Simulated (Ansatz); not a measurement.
Z-matrix (Å, degrees):
```
C
Si 1 1.853
H 1 1.094 2 110.1
H 1 1.092 2 111.0 3 -119.6
H 1 1.092 2 111.1 3 119.7
F 2 1.604 1 109.4 3 179.8
H 2 1.485 1 111.5 3 61.3
H 2 1.485 1 111.5 3 -61.7
```

The species carries charge 0 and has multiplicity 1.

Problem. List the r2SCAN/def2-TZVPP orbital energies in eV (Ansatz 0.2.0). (Estimate.)

Solution. The calculation gave: Occupied: -1791.71, -665.85, -272.89, -142.06, -96.98, -96.90, -96.88, -30.96, -18.52, -13.68, -11.33, -11.12, -10.74, -10.35, -10.24, -8.25, -8.16. Lowest empty: 0.09, 0.89, 2.08, 2.14, 2.43, 2.99, 3.19, 4.91.
